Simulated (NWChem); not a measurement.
System: water (H2O); SMILES O

The following NWChem deck was run.

```
start job
memory heap 200 mb stack 900 mb global 1100 mb
geometry units angstroms noautoz
  O      0.000000     0.000000     0.132619
  H      0.762618     0.000000    -0.464641
  H     -0.762618     0.000000    -0.464641
end
basis spherical
  * library def2-svpd
end
dft
  xc b3lyp
  iterations 150
end
tddft
  cis
  nroots 6
  notriplet
end
task tddft energy
```

The geometry was optimised at B3LYP/6-31G* (spherical d).

Vertical excitations in the gas phase.

**Question.** Predict the main results of this run. (B3LYP/def2-SVPD, TDA.) Quantities: lowest excitation, singlet (eV); oscillator strength of that lowest state; lowest state with f > 0.02, singlet (eV); oscillator strength of that bright state; orbital gap (eV).

**Answer.** 
```
Quantity                                  Value
----------------------------------------  -----
lowest excitation, singlet (eV)            7.35
oscillator strength of that lowest state  0.053
lowest state with f > 0.02, singlet (eV)   7.35
oscillator strength of that bright state  0.053
orbital gap (eV)                           8.75
```
